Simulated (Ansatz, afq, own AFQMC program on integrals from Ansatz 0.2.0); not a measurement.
Integrals from Ansatz 0.2.0, then the random walk in our own AFQMC program (afq).

```yaml
crystal:
  periodic: [false, false, false]
  atoms:
    - {symbol: Si, position_ang: [0.000000, 0.000000, 4.237769]}
    - {symbol: Al, position_ang: [0.000000, 0.000000, -0.496835]}
    - {symbol: H, position_ang: [0.000000, 0.000000, -3.740934]}
basis:
  gaussian: {orbitals: 6-31G}
magnetization: {spin_polarized: true, initial_magnetization: 2}
correlation: {method: ccsd_t, electrons: outside_noble_gas, hamiltonian_folder: ham}
```

```sh
$ ansatz run in.yaml --threads 1 --pin off --events-out ev --progress --plain --max-ram 24576MiB --backend cuda --devices 0, --max-vram 18GiB
```

Options of the walk:

```
--method phaseless --trial cisd --walkers 4000 --populations 20 --least-time 60 --time-step 0.005 --steps-per-block 50 --equilibration-blocks 40 --max-blocks 4000 --target-error 0.00034 --factor-cut 1e-05 --start spin_pure --seed 2988 --release-times 0.24,0.51,0.99,1.62,2.4 --release-step 0.03 --release-every 3 --taylor-order 6
```

Times are imaginary, in 1/Eh. The walk had a cap of 122 s. With eight or more populations the least sampling time is a fifth of least-time, and the error comes from their spread.

Output of the walk:

```
orbitals 18  electrons 5 3  factors 85 of 311
reference energy -531.18959209 Eh
CCSD correlation -0.06580714 Eh in 27 cycles, weight of the determinant in the CISD state 0.6363
energy of the start -531.236547 Eh
 block  time / (1/Eh)  mean weight  energy / Eh
     1     0.250  1.0001  -531.239945
     2     0.500  1.0000  -531.242663
     3     0.750  1.0000  -531.245005
     4     1.000  1.0000  -531.247003
     5     1.250  1.0000  -531.248492
     8     2.000  1.0001  -531.252053
    11     2.750  1.0001  -531.254277
    15     3.750  1.0000  -531.255376
    17     4.250  1.0000  -531.255881
    23     5.750  1.0001  -531.256682
    27     6.750  1.0000  -531.257479
    29     7.250  0.9999  -531.257298
    35     8.750  0.9999  -531.256927
    41    10.250  1.0002  -531.256684
    47    11.750  1.0001  -531.256632
    53    13.250  0.9999  -531.256681
    59    14.750  1.0000  -531.256975
    65    16.250  0.9998  -531.256942
    71    17.750  1.0000  -531.256414
    77    19.250  1.0001  -531.256523
    83    20.750  0.9999  -531.256473
    89    22.250  1.0003  -531.256918
error from the spread of 20 populations
released: time / (1/Eh)  energy / Eh  error  mean overlap
  0.24  -531.256718  0.000136  0.9999
  0.51  -531.256908  0.000119  0.9988
  0.99  -531.257046  0.000103  1.0005
  1.62  -531.257293  0.000105  1.0005
  2.40  -531.257411  0.000098  1.0005
energy -531.256595 +/- 0.000163 Eh
(rows thinned)
```

The run passed its tests (sampling time, drift between the halves within three errors, error under three times the target), which doesn't prove that it has relaxed.

Against this walk (error 4.4 meV) on the same determinant: CCSD(T) 3.2 meV lower (within the noise), CCSDT(Q) 30.4 meV lower, CCSDTQ 30.9 meV lower, full CI 31.1 meV lower. The error is statistical and leaves out the bias of the constraint. The determinant has ⟨S²⟩ = 2.87, so the low cluster orders mix in higher spin, while the walk starts as a pure triplet. The released energies are still falling (meV from the phaseless value at times in 1/Eh: -3 ± 4 at 0.24, -9 ± 3 at 0.51, -12 ± 3 at 0.99, -19 ± 3 at 1.62, -22 ± 3 at 2.40), so they give no level; they do show a bias of the constraint, and the last of them that isn't too noisy lies 9 meV above full CI. Full CI is exact here, so the walk's 31 meV above it is the walk's own error: the bias of the constraint with this trial. The determinant is a poor start (see the cautions), so the low cluster orders aren't to be relied on, and full CI is the sure value.

Cautions: constraint bias not in the error; lower spins were not checked; strong correlation (T1 0.089, weight of the determinant 0.64, largest double 0.36); unrestricted determinant spin contaminated (⟨S²⟩ 2.87 against 2.00).

The walk took 26 s on 1 × NVIDIA H100 80GB HBM3 with 2 threads of AMD EPYC 7R13 Processor (Zen 3), on a shared host (the card was shared). The log's last line is the phaseless energy.

CCSDT and higher add their correlation energy to the determinant of the CCSD(T) run, since their own runs factorise the integrals more tightly (a shift of under 2 meV). A walk keeps the symmetry of its determinant, which the program's search chose and which needn't be the lowest solution, so a lower state of the same spin and another symmetry isn't excluded.
